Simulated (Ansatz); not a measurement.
SnHgO₃ (R-3c, No. 167; cell taken from a computed entry) was calculated with HSE06+SOC (PAW; Ansatz, a program for electronic structure).

Run with plane-wave cutoff 460 eV, 4×4×4 k mesh, Fermi–Dirac smearing 0.01 eV, PAW data made under PBE.

Cell (relaxed with PBEsol):

```cif
data_Hg6O18Sn6
_chemical_formula_sum 'Sn6 Hg6 O18'
_space_group_name_H-M_alt 'R-3c :H'
_space_group_IT_number 167
_space_group_name_Hall '-R 3 2"c'
_cell_length_a 5.59104
_cell_length_b 5.59104
_cell_length_c 13.99344
_cell_angle_alpha 90.000
_cell_angle_beta 90.000
_cell_angle_gamma 120.000
loop_
_atom_site_label
_atom_site_type_symbol
_atom_site_symmetry_multiplicity
_atom_site_Wyckoff_symbol
_atom_site_fract_x
_atom_site_fract_y
_atom_site_fract_z
_atom_site_occupancy
Sn1 Sn 6 b 0.00000 0.00000 0.00000 1
Hg1 Hg 6 a 0.00000 0.00000 0.25000 1
O1 O 18 e 0.60602 0.60602 0.25000 1
```
(The calculation used a cell of 10 atoms; values per cell refer to that cell.)

**Question.** Predict the band gap.

**Answer.** 
- band gap = 1.24 eV (on the SCF k mesh) (direct)

Note: cell and atoms aren't relaxed at this level (pressure -1.7 GPa).
